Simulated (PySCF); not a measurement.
Molecule: `InChI=1S/CH4O/c1-2/h2H,1H3`.

Bonds (- single, = double, # triple, : aromatic): C1-O2 1.397 Å. C1 carries H3, H4, H5; O2 carries H6.

Geometry PBE0-D3(BJ)/def2-SVP throughout; GIAO in PySCF 2.14.0 with density-fitted response routines, gas phase, one conformer, non-relativistic; equivalent atoms averaged; basis pcSseg-2.

**Question.** How do the shifts δ (against TMS, H2O at the same level) depend on the functional? (ppm; last column core-seconds on shared hosts with different chips, so compare them loosely; the GGAs took longer than the global hybrids here, which isn't the general rule, and the cause wasn't traced)

**Answer.** 
```csv
functional,kind,C1,O2,H3/H4/H5,H6,core-s
HF,Hartree–Fock,49.1,-12.1,3.26,0.24,1.3
LDA,LDA,55.9,3.3,3.74,-0.60,4
PBE,GGA,56.0,7.8,3.69,-0.67,4.7
BLYP,GGA,56.8,11.5,3.76,-0.59,4.9
BP86,GGA,55.9,5.9,3.66,-0.66,4.7
OPBE,GGA,54.9,7.5,3.57,-0.61,4.7
KT2,GGA,54.7,6.3,3.61,-0.72,5
KT3,GGA,54.8,10.4,3.61,-0.61,3.4
B97-D,GGA,55.7,7.9,3.67,-0.51,4.8
B3LYP,global hybrid,54.9,4.3,3.60,-0.40,3
PBE0,global hybrid,53.9,-0.1,3.49,-0.42,3
mPW1PW91,global hybrid,54.0,-0.1,3.48,-0.40,3.1
WP04,global hybrid,55.5,4.1,3.32,-0.04,2.5
B97-2,global hybrid,53.9,1.3,3.49,-0.39,2.4
BHandHLYP,global hybrid,52.5,-3.1,3.44,-0.12,2.3
CAM-B3LYP,range-separated hybrid,54.2,0.5,3.59,-0.29,3
wB97X-D,range-separated hybrid,53.7,-2.7,3.46,-0.35,3.2
LC-wPBE,range-separated hybrid,53.5,-5.5,3.45,-0.30,4.2
```

**Question.** Which nucleus moves most, in ppm?

**Answer.** O2 (alcohol oxygen): from -12.1 ppm with HF to 11.5 ppm with BLYP. The smallest spread is 0.51 ppm, at H3/H4/H5. Proton shifts span only some 12 ppm, so a few tenths of a ppm matter as much there as several ppm in carbon.
